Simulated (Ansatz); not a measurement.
# LiC+ (singlet): the correlation ladder at distance C1–Li2 = 3.656 Å, aug-cc-pVTZ

Aim: climb from Hartree-Fock through coupled cluster for LiC+ (singlet) at one geometry and basis, and see what each rung misses.

Computed with Ansatz 0.2.0, Gaussian basis. Level: aug-cc-pVTZ, core rule «outside noble gas», up to 2 orbitals frozen.

Plan: UHF; CCSD(T) on RHF; CCSD(T) on UHF; BCCD(T) on RHF; CCSDT(Q) on RHF; CCSDT(Q) on UHF; Full CI.

43 further runs of the same task are left out: 19 for a known fault of the program, 12 that didn't finish, 12 set aside as unsound or not needed.

## 1. What is computed

The geometry derives from a PBE0/def2-TZVP stationary point (not a proven minimum). One bond is set to the value named and the two fragments are kept rigid.

2 atoms, charge 1, spin multiplicity 1.

Atoms are counted from 1 here; the program's logs count them from 0.

No contacts short enough for the rule that draws bonds.

## 2. UHF

in.yaml reads:

```yaml
crystal:
  periodic: [false, false, false]
  atoms:
    - {symbol: C, position_ang: [0.000000, 0.000000, 0.000000]}
    - {symbol: Li, position_ang: [0.000000, 0.000000, 3.656000]}
basis:
  gaussian: {orbitals: aug-cc-pVTZ}
total_charge: 1
magnetization: {spin_polarized: true, initial_magnetization: 0}
hamiltonian: {xc: hf}
output: {orbitals: {seedname: orbitals}}
```

Command:

```console
$ ansatz run in.yaml --threads 1 --pin off --events-out ev --progress --plain --max-ram 2393MiB
```

After this run come: CCSD(T) on RHF; CCSD(T) on UHF; BCCD(T) on RHF; CCSDT(Q) on RHF; CCSDT(Q) on UHF; Full CI.

**Question.** What will the summary of the whole plan be? Wanted: FCI from the RHF energy; RMP2 from FCI; RCCSD from FCI; RCCSD(T) from FCI; RCCSDT(Q) from FCI; T1 diagnostic; effectively unpaired electrons.

**Answer**, as computed:

| quantity | value |
| --- | --- |
| FCI from the RHF energy | -3.4523 eV |
| RMP2 from FCI | +25.02 kcal/mol |
| RCCSD from FCI | +4.62 kcal/mol |
| RCCSD(T) from FCI | +1.98 kcal/mol |
| RCCSDT(Q) from FCI | +0.66 kcal/mol |
| levels within 1 kcal/mol (43 meV) | RCCSDT(Q) |
| T1 diagnostic | 0.008 |
| effectively unpaired electrons | 0.86 |

In words: RCCSD(T) misses by +1.98 kcal/mol, 2.5 % of the correlation energy. With 0.9 effectively unpaired electrons against 0 the state is strongly multireference. Coupled cluster on one determinant still stays close here. These misses are within one basis, not against nature.

The restricted and unrestricted ladders end 1.21 eV apart at CCSDT(Q), so they describe two states, and rows of one don't measure the error of the other.
